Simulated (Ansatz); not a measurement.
Hydrogen abstraction

Start structure (CH₇OSi, doublet), relaxed at PBE0-D4/def2-TZVP:

```xyz
10
angstrom
H 1.1199 -1.2434 -0.5633
Si 1.3994 0.0620 -1.2018
O 0.3504 1.1331 -0.5119
C -1.8143 -0.6027 1.6778
H 1.1912 -0.0336 -2.6726
H 2.8149 0.4555 -0.9618
H 0.3841 2.0446 -0.8038
H -1.4692 -0.8570 2.6697
H -2.7365 -1.0295 1.3102
H -1.2401 0.0710 1.0574
```

The step: SiH₄O ([OH][SiH3]) + CH₃ → SiH₃O ([OH][SiH2]) + CH₄; bonds formed: H1–C4; bonds broken: H1–Si2. Computed with Ansatz 0.2.0 (basis: def2-TZVPP and def2-QZVPP); correlated methods freeze the cores; orbitals are unrestricted. Extrapolation: Hartree–Fock as exp(−7.88 √X), correlation as X^−2.97. Energies below are by CCSD(T) at an estimated basis limit (MP2 extrapolated from triple and quadruple zeta, plus CCSD(T) − MP2 in triple zeta).

Problem. What are the electronic barrier and the energy of the step, from the start structure to the end structure? (An estimate is asked for; the value comes from the calculation.)

Solution. The calculation gives: Barrier 10.93 kcal/mol; step energy -14.91 kcal/mol (downhill); reverse barrier, their difference, 25.83 kcal/mol. Barrier and step energy count from the start structure, the reverse barrier from the end structure.

The saddle point: One imaginary mode of 938i cm⁻¹.
```
  pair  start (Å)  saddle (Å)  end (Å)
 H1–C4       3.75        1.59     1.09
H1–Si2       1.48        1.61     3.49
```

Zero-point energy (harmonic, PBE0-D4): ZPE is 43.44 kcal/mol at the start and 42.79 kcal/mol at the saddle, so the barrier goes from 10.93 to 10.27 kcal/mol.

T1 diagnostic: at most 0.014. ⟨S²⟩ of the unrestricted Hartree–Fock references: 0.75 to 0.78 (a pure state has 0.75).

Radical steps of this kind take place in plasma deposition and etching.

Labels in which every atom is bracketed show which atoms are joined, not bond orders.

For scale, one of the runs: CCSD(T)/def2-TZVPP, 202 basis functions, launched by `ansatz run in.yaml --threads 4 --pin off --events-out ev --progress --plain --max-ram 9574MiB`. Hardware: 4 CPU threads of a Oxide Virtual Turin-like, shared host. Wall time 64 s; peak host memory 6.5 GiB.
